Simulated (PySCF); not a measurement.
Molecule: SMILES C=CC(=O)OC, C$_{4}$H$_{6}$O$_{2}$.

Structure with atom numbers: `[CH2:1]=[CH:2][C:3](=[O:4])[O:5][CH3:6]`. Each H is labelled by its parent atom. Ha(C1) is cis to C3; Hb(C1) is trans to C3.

Geometry PBE0-D3(BJ)/def2-SVP throughout; GIAO in PySCF 2.14, gas phase, one conformer, non-relativistic; equivalent atoms averaged; basis pcSseg-2.

Q: How do the absolute shieldings σ depend on the functional? (a selection of nuclei; ppm; last column core-seconds on shared hosts with different chips, so compare them loosely)

A: 
```csv
functional,kind,C3,C1,C2,C6,O4,O5,Ha(C1),Hb(C1),H(C6),core-s
HF,Hartree–Fock,15.7,43.8,57.1,141.5,-45.2,185.8,24.38,25.36,28.14,16
LDA,LDA,3.7,32.4,34.8,126.1,-72.1,118.7,23.72,24.67,27.06,30
PBE,GGA,7.5,38.2,40.3,125.4,-65.1,120.8,24.26,25.23,27.51,40
BLYP,GGA,2.1,35.1,36.1,120.6,-66.9,117.8,24.52,25.52,27.66,39
BP86,GGA,7.5,38.4,40.5,125.0,-63.7,121.6,24.33,25.30,27.57,38
OPBE,GGA,18.8,47.1,50.4,131.0,-53.8,130.0,24.27,25.21,27.59,40
KT2,GGA,17.7,50.0,52.7,129.7,-40.8,130.7,24.45,25.41,27.54,36
KT3,GGA,18.5,50.6,53.3,128.5,-40.6,131.5,24.64,25.60,27.72,38
B97-D,GGA,11.1,42.6,44.8,125.1,-51.8,127.6,24.56,25.54,27.71,36
B3LYP,global hybrid,3.9,35.8,39.6,125.4,-68.4,133.4,24.43,25.40,27.73,25
PBE0,global hybrid,9.5,39.3,44.6,130.8,-66.7,139.8,24.20,25.14,27.63,40
mPW1PW91,global hybrid,8.7,38.6,44.0,130.1,-68.2,139.3,24.27,25.21,27.69,25
WP04,global hybrid,-3.8,29.1,34.1,116.1,-74.0,125.2,24.89,25.81,28.04,35
B97-2,global hybrid,11.8,42.1,47.2,130.2,-58.2,140.7,24.39,25.33,27.75,33
BHandHLYP,global hybrid,7.0,37.7,45.4,131.7,-64.6,154.7,24.35,25.32,27.84,31
CAM-B3LYP,range-separated hybrid,4.0,35.4,40.4,128.9,-66.9,144.6,24.26,25.21,27.66,41
wB97X-D,range-separated hybrid,8.1,38.2,43.7,130.8,-67.6,145.0,24.27,25.21,27.75,45
LC-wPBE,range-separated hybrid,7.5,36.6,43.5,134.1,-64.2,155.1,24.11,25.01,27.70,57
```

Q: Which nucleus among those listed moves most, in ppm?

A: O5 (ester alkoxy oxygen): from 117.8 ppm with BLYP to 185.8 ppm with HF. The smallest spread is 1.08 ppm, at H(C6). Proton shifts span only some 12 ppm, so a few tenths of a ppm matter as much there as several ppm in carbon.
